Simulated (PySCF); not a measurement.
# Electrostatic potential from atomic charges

Species: `Fc1c[n-]cn1`, charge -1. Coordinates (GFN2-xTB, Å) and charges (e) from the PBE0/pcSseg-1 density (PySCF):

```csv
atom,x,y,z,Mulliken,IAO,Hirshfeld,ESP-fitted
F1,-1.908,-1.334,-0.060,-0.3446,-0.3262,-0.1684,-0.3027
C2,-0.751,-0.586,-0.028,+0.2921,+0.2539,+0.0140,+0.4415
C3,-0.653,0.780,0.013,-0.1251,-0.2308,-0.1500,-0.1911
N4,0.674,1.090,0.035,-0.4831,-0.4336,-0.3105,-0.6710
C5,1.267,-0.100,0.006,+0.1220,-0.0221,-0.0646,+0.3607
N6,0.463,-1.168,-0.032,-0.4999,-0.4567,-0.3201,-0.7195
H7,-1.425,1.532,0.027,+0.0172,+0.1123,+0.0003,+0.0896
H8,2.342,-0.206,0.014,+0.0214,+0.1033,-0.0007,-0.0076
```

Points outside the species (Å): A (0.1, -1.3, -2.8); B (-4.2, 2.6, 2.1); C (-3.4, -4.7, 1.9).

Problem. Find the potential V = 14.3996 V·Å × Σ q/r of each set of charges at these points.

Solution. In volts:

```csv
point,nearest atom,distance (Å),Mulliken,IAO,Hirshfeld,ESP-fitted
A,N6,2.79,-4.308,-4.428,-4.377,-4.343
B,H7,3.62,-2.582,-2.532,-2.603,-2.480
C,F1,4.17,-2.576,-2.592,-2.454,-2.505
```

Problem. How far are the other sets from the ESP-fitted one at these points?

Solution. Root-mean-square difference: Mulliken 0.075 V, IAO 0.076 V, Hirshfeld 0.080 V. The ESP scheme fits charges at the nuclei, held to the total charge, to the electrostatic potential on points at 1.4 to 2.0 times the van der Waals radii.

Problem. What energy would a point charge of +3 e have at A in the field of the ESP charges, leaving out polarisation?

Solution. -13.030 eV = -1257.2 kJ/mol, an attraction. The total charge alone, placed at the mean of the coordinates, would give -13.997 eV.

Isolated species at its GFN2-xTB geometry, gas phase. The pcSseg-1 basis has no diffuse functions, a weakness for an anion.
